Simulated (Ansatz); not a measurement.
Reaction (hydrogenolysis of a C–F bond): `COC(F)CF` + H₂ → `COCCF` + H–F

Gas-phase electronic energies from Ansatz, PBE0-D4/def2-TZVP geometries. CCSD(T)/CBS is the MP2 limit (def2-TZVPP, def2-QZVPP) plus CCSD(T) − MP2 in def2-TZVPP, frozen cores. This one scheme is used for every species. DFT in def2-TZVPP. One conformer a species, not always the lowest.

```json
{"level": "PBE-D4", "ΔE (kJ/mol)": "-51.9", "difference from CCSD(T)/CBS": "10.0"}
{"level": "r2SCAN-D4", "ΔE (kJ/mol)": "-45.5", "difference from CCSD(T)/CBS": "16.4"}
{"level": "B97M-V", "ΔE (kJ/mol)": "-49.7", "difference from CCSD(T)/CBS": "12.2"}
{"level": "CAM-B3LYP-D4", "ΔE (kJ/mol)": "-49.9", "difference from CCSD(T)/CBS": "12.0"}
{"level": "ωB97X-V", "ΔE (kJ/mol)": "-48.5", "difference from CCSD(T)/CBS": "13.4"}
{"level": "ωB97M-V", "ΔE (kJ/mol)": "-51.0", "difference from CCSD(T)/CBS": "10.9"}
{"level": "B2PLYP", "ΔE (kJ/mol)": "-55.8", "difference from CCSD(T)/CBS": "6.1"}
{"level": "PBE-QIDH", "ΔE (kJ/mol)": "-60.1", "difference from CCSD(T)/CBS": "1.8"}
{"level": "BHLYP", "ΔE (kJ/mol)": "-55.2", "difference from CCSD(T)/CBS": "6.7"}
{"level": "MP2/def2-SVP", "ΔE (kJ/mol)": "-47.4", "difference from CCSD(T)/CBS": "14.5"}
{"level": "HF/def2-TZVPP", "ΔE (kJ/mol)": "-53.9", "difference from CCSD(T)/CBS": "8.0"}
{"level": "CCSD(T)/def2-TZVPP", "ΔE (kJ/mol)": "-58.5", "difference from CCSD(T)/CBS": "3.4"}
{"level": "HF/def2-QZVPP", "ΔE (kJ/mol)": "-54.3", "difference from CCSD(T)/CBS": "7.6"}
{"level": "SCS-MP2/def2-QZVPP", "ΔE (kJ/mol)": "-62.4", "difference from CCSD(T)/CBS": "-0.5"}
{"level": "HF/CBS(def2)", "ΔE (kJ/mol)": "-54.4", "difference from CCSD(T)/CBS": "7.5"}
{"level": "CCSD/CBS(def2)", "ΔE (kJ/mol)": "-64.2", "difference from CCSD(T)/CBS": "-2.3"}
{"level": "CCSD(T)/CBS", "ΔE (kJ/mol)": "-61.9", "difference from CCSD(T)/CBS": "0"}
```

Largest T1 diagnostic among the species: 0.011.

From BLYP to BHLYP (50 % exact exchange), in def2-TZVPP and without D4, ΔE moves by −5.4 kJ/mol. At CCSD(T), def2-SVP lies +18.2 kJ/mol from the extrapolated value and def2-TZVPP +3.4 kJ/mol.

CCSD(T)/CBS has its own doubt, a few kJ/mol and more with outer-core shells, so smaller differences from it don't rank the levels.
